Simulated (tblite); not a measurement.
Compound: C4H8NO (doublet state).
Geometry (GFN2-xTB, Å), atoms numbered from 1 in this order:
```
atom  x, y, z in Å
C1     1.9928   -0.6918   -0.2663
N2     0.5871   -0.8735   -0.1674
C3    -0.3287   -0.0601    0.0191
C4    -0.3127    1.4129    0.2314
C5    -1.7784   -0.6875    0.0141
O6    -2.6522    0.0654   -0.5889
H7     2.3247   -1.1439   -1.2015
H8     2.3060    0.3576   -0.2369
H9     2.4627   -1.2339    0.5552
H10    0.5925    1.8555   -0.1795
H11   -0.3582    1.6235    1.2998
H12   -1.1968    1.8374   -0.2412
H13   -1.6857   -1.7200   -0.3760
H14   -1.9539   -0.7420    1.1158
```

Level: GFN2-xTB in tblite, geometry and Hessian alike; calculated harmonic values, unscaled, isolated species. Errors from tens to a few hundred cm⁻¹ against measured bands are possible. One conformer, not necessarily the lowest. Open shells enter through the occupations alone, without spin polarisation, and single modes of such species can be off by tens of per cent.

Harmonic wavenumbers (cm⁻¹): 60.4, 80.0, 96.9, 202.9, 224.1, 274.4, 374.7, 460.3, 540.0, 728.4, 851.0, 925.6, 989.1, 1017.2, 1076.7, 1092.8, 1105.8, 1143.2, 1229.0, 1286.6, 1356.8, 1381.9, 1410.4, 1430.1, 1442.7, 1448.2, 1461.3, 1830.6, 2611.6, 2775.1, 2919.4, 2989.7, 3003.8, 3006.3, 3023.0, 3032.5.

A = 7411, B = 2215, C = 1818 MHz; mass 86.061 u (most abundant isotopes); point group C1, symmetry number 1; spin multiplicity 2.

Problem. What is the zero-point energy?

Solution. ½Σν̃ = 24441 cm⁻¹ = 69.88 kcal/mol.

Problem. Entropy at 500 K, 1 bar (ideal gas, RRHO, classical rotation)?

Solution. Translation 41.87, rotation 28.32, vibration 34.38, spin (R ln 2) 1.38: S = 105.9 cal/(mol K).

Problem. And Cp and H(500 K) − H(0)?

Solution. Cp = 40.33 cal/(mol K), of which vibrations give 32.38 (their classical limit is 36 R = 71.5); H(500 K) − H(0) = 12.50 kcal/mol without the zero-point energy, 8.53 from vibrations.

Problem. Which modes carry the vibrational entropy at 500 K?

Solution. 60.4 cm⁻¹: 5.47; 80.0 cm⁻¹: 4.91; 96.9 cm⁻¹: 4.53; 202.9 cm⁻¹: 3.08; 224.1 cm⁻¹: 2.89; 274.4 cm⁻¹: 2.51 cal/(mol K); the other 30 give 10.99 together.

Problem. Blend soft modes into free rotors: weight 1/[1 + (100 cm⁻¹/ν̃)⁴] for the oscillator and the rest for a rotor with moment μB/(μ + B), μ = h/(8π²ν), B = 10⁻⁴⁴ kg m². What vibrational entropy results?

Solution. 31.40 cal/(mol K) in place of 34.38, which changes −T·S at 500 K by +1.49 kcal/mol.

Problem. How do the functions run with temperature in this model?

Solution. 
| T (K) | S (cal/(mol K)) | Cp (cal/(mol K)) | H − H(0) (kcal/mol) | G − H(0) (kcal/mol) | ln q(vib) |
| --- | --- | --- | --- | --- | --- |
| 150 | 72.7 | 19.3 | 2.09 | -8.81 | 2.35 |
| 250 | 83.8 | 25.0 | 4.30 | -16.65 | 4.28 |
| 298.15 | 88.5 | 28.0 | 5.58 | -20.80 | 5.17 |
| 400 | 97.6 | 34.5 | 8.76 | -30.29 | 6.98 |
| 600 | 113.8 | 45.4 | 16.80 | -51.46 | 10.42 |
| 900 | 134.4 | 56.5 | 32.21 | -88.78 | 15.28 |

q(vib) and H(0) count from the zero-point level.

Problem. What must be added to the electronic energy to get the Gibbs energy at 500 K and 1 bar?

Solution. ZPE + [H(500 K) − H(0)] − T·S = 69.88 + 12.50 − 52.97 = 29.41 kcal/mol.

Hindered rotation and anharmonicity are outside this model. Other conformers, if any are populated, would add a mixing term that is left out. The structure is chiral; the term R ln 2 for an equal mix with its mirror image is left out.
